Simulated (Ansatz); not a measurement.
A nudged elastic band was laid between two geometries of H7N2Si (10 atoms, charge 1, multiplicity 1).

Computed with RKS r2SCAN/6-31G (Ansatz 0.2.0).

```yaml
movable_images: 5
climbing_image: yes
spring: 5.0 eV/Å²
optimiser: quadratic models (default)
start_path: IDPP
force_threshold: 0.03 eV/Å
iteration_limit: 60
end_points: relaxed
```

Initial state:

```xyz
10
Properties=species:S:1:pos:R:3
N -0.894 0.330 -1.374
Si 0.198 0.766 -0.120
N 0.455 -0.841 1.040
H -0.590 0.009 -2.284
H -1.892 0.493 -1.322
H -0.372 1.692 0.892
H 1.600 0.955 -0.571
H -0.444 -1.152 1.422
H 0.851 -1.615 0.495
H 1.088 -0.638 1.822
```

Final state:

```xyz
10
Properties=species:S:1:pos:R:3
N -0.505 0.252 -1.574
Si 0.033 0.798 -0.035
N 0.320 -0.813 1.109
H 0.120 0.096 -2.354
H -1.482 0.185 -1.827
H -1.014 1.474 0.772
H 1.417 1.337 -0.029
H 0.663 -0.554 2.041
H -0.557 -1.334 1.221
H 1.005 -1.441 0.675
```

(1) What changes between the two ends?

(2) What energy profile does the band end with?

(3) What is the geometry of the highest image?

Results:

(1) No bond is made or broken. The dihedral N1–Si2–N3–H10 goes from -179 to 58°. The two ends are copies of one structure, up to a mirror image or an exchange of like atoms.

(2) The forces met the threshold. The highest image is number 3 of 0 to 6, 1.5 kJ/mol above the ends, which have the same energy within 2 meV. A vibrational analysis at the climbing image gives one clearly imaginary mode, 78i cm⁻¹: a first-order saddle point. Limits of this set-up: no polarisation functions.

```json
{"image": "0", "path coordinate (Å)": "0.00", "energy (kJ/mol)": "0.0", "dihedral N1–Si2–N3–H10 (°)": "-179"}
{"image": "1", "path coordinate (Å)": "0.54", "energy (kJ/mol)": "0.4", "dihedral N1–Si2–N3–H10 (°)": "160"}
{"image": "2", "path coordinate (Å)": "1.08", "energy (kJ/mol)": "1.2", "dihedral N1–Si2–N3–H10 (°)": "140"}
{"image": "3", "path coordinate (Å)": "1.62", "energy (kJ/mol)": "1.5", "dihedral N1–Si2–N3–H10 (°)": "119"}
{"image": "4", "path coordinate (Å)": "2.16", "energy (kJ/mol)": "1.2", "dihedral N1–Si2–N3–H10 (°)": "99"}
{"image": "5", "path coordinate (Å)": "2.69", "energy (kJ/mol)": "0.4", "dihedral N1–Si2–N3–H10 (°)": "79"}
{"image": "6", "path coordinate (Å)": "3.23", "energy (kJ/mol)": "0.0", "dihedral N1–Si2–N3–H10 (°)": "58"}
```

(3) 
```xyz
10
Properties=species:S:1:pos:R:3:forces:R:3
N -0.572 0.262 -1.537 -0.01 0.02 -0.02
Si 0.070 0.802 -0.034 0.01 0.00 0.02
N 0.342 -0.830 1.097 0.00 0.02 -0.01
H 0.004 0.089 -2.351 0.00 -0.01 0.00
H -1.563 0.251 -1.740 0.00 -0.01 0.00
H -0.905 1.534 0.813 0.00 0.00 0.00
H 1.470 1.287 -0.114 0.00 0.00 0.00
H -0.215 -0.793 1.957 0.00 -0.01 0.00
H 0.044 -1.648 0.553 0.00 0.00 0.00
H 1.327 -0.953 1.355 0.00 -0.01 0.00
```

The run took 59 s on 1 thread of Arm Neoverse V2, on a shared host, peak memory 0.11 GiB.
